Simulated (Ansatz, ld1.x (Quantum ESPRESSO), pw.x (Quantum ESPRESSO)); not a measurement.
**What a changed setting does to a pw.x run (diamond K)**

Potential: PAW, ld1.x (Quantum ESPRESSO) 7.5, LDA (PW92); core [Ne], reference 3s2 3p6 4s0.75 4p0.25; waves: 3s (bound): rcut 1.75, rcutus 1.85 bohr; 4s (bound): rcut 1.75, rcutus 1.85 bohr; 3p (bound): rcut 2.30, rcutus 2.55 bohr; 4p (bound): rcut 2.30, rcutus 2.55 bohr; 3d channel at 0.05 Ry: rcut 1.90, rcutus 2.20 bohr; 3d channel at 0.45 Ry: rcut 1.90, rcutus 2.20 bohr; local part: all-electron potential smoothed inside 1.85 bohr (lloc = -2); core correction: Bessel-smoothed model core, default radius (core density twice the valence density); augmentation: PSQ, inside the norm-conserving radii.

The reference run (k-mesh 8³, cutoffs 40/320 Ry, Fermi–Dirac 0.01 Ry, mixing_beta 0.4, conv_thr 1e-9, no spin) gives 0.00 GPa at 96.222 Å³/atom, where all-electron LAPW gives -0.00 GPa. This run, with its own iteration cap, changes mixing_mode to local-TF.

```
&control
  calculation='scf', prefix='x', pseudo_dir='./', outdir='./tmp', tstress=.true., disk_io='none'
/
&system
  ibrav=0, nat=2, ntyp=1, ecutwfc=40, ecutrho=320, nbnd=17,
  occupations='smearing', smearing='fd', degauss=0.01
/
&electrons
  conv_thr=1e-09, mixing_beta=0.4, electron_maxstep=50, mixing_mode='local-TF'
/
ATOMIC_SPECIES
K 1.0 K.UPF
CELL_PARAMETERS angstrom
  0.00000000 4.58238379 4.58238379
  4.58238379 0.00000000 4.58238379
  4.58238379 4.58238379 0.00000000
ATOMIC_POSITIONS crystal
K 0.0000 0.0000 0.0000
K 0.2500 0.2500 0.2500
K_POINTS automatic
8 8 8 0 0 0
```

```bash
pw.x < K.scf.in > K.scf.out
```

Task: How does the run end?

Result: It converges in 14 iterations; the free energy moves by +0.0 meV/atom and the pressure by +0.00 GPa. The result is that of the reference run.

```
Message from routine setup:
     using ibrav=0 with symmetry is DISCOURAGED, use correct ibrav instead
     lattice parameter (alat)  =      12.2463  a.u.
     unit-cell volume          =    1298.6765 (a.u.)^3
     number of electrons       =        18.00
     number of Kohn-Sham states=           17
     kinetic-energy cutoff     =      40.0000  Ry
     charge density cutoff     =     320.0000  Ry
     scf convergence threshold =      1.0E-09
     Exchange-correlation= SLA  PW   NOGX NOGC
     number of k points=    29  Fermi-Dirac smearing, width (Ry)=  0.0100
     iteration #  1     ecut=    40.00 Ry     beta= 0.40
     total energy              =    -219.71283630 Ry
     estimated scf accuracy    <       0.00550567 Ry
     iteration #  2     ecut=    40.00 Ry     beta= 0.40
     total energy              =    -219.71036416 Ry
     estimated scf accuracy    <       0.00351387 Ry
     iteration #  3     ecut=    40.00 Ry     beta= 0.40
     total energy              =    -219.71111676 Ry
     estimated scf accuracy    <       0.00007543 Ry
     [... 8 iterations left out ...]
     iteration # 12     ecut=    40.00 Ry     beta= 0.40
     total energy              =    -219.71116277 Ry
     estimated scf accuracy    <          1.0E-09 Ry
     iteration # 13     ecut=    40.00 Ry     beta= 0.40
     total energy              =    -219.71116277 Ry
     estimated scf accuracy    <          3.7E-09 Ry
     iteration # 14     ecut=    40.00 Ry     beta= 0.40
     the Fermi energy is     0.5809 ev
!    total energy              =    -219.71116277 Ry
     estimated scf accuracy    <          1.9E-11 Ry
     smearing contrib. (-TS)   =      -0.00679529 Ry
     The total energy is F=E-TS. E is the sum of the following terms:
     one-electron contribution =     -87.45623197 Ry
     hartree contribution      =      50.99097153 Ry
     xc contribution           =     -55.04683182 Ry
     ewald contribution        =     -50.38779869 Ry
     one-center paw contrib.   =     -77.80447653 Ry
     convergence has been achieved in  14 iterations
          total   stress  (Ry/bohr**3)                   (kbar)     P=        0.04
     Message from routine punch:
     Nothing written, as per user request (disk_io='none')
```

The run took about 2.5 min on one core of a shared host (Neoverse-V1, 32 threads, 247 GiB, load 25).
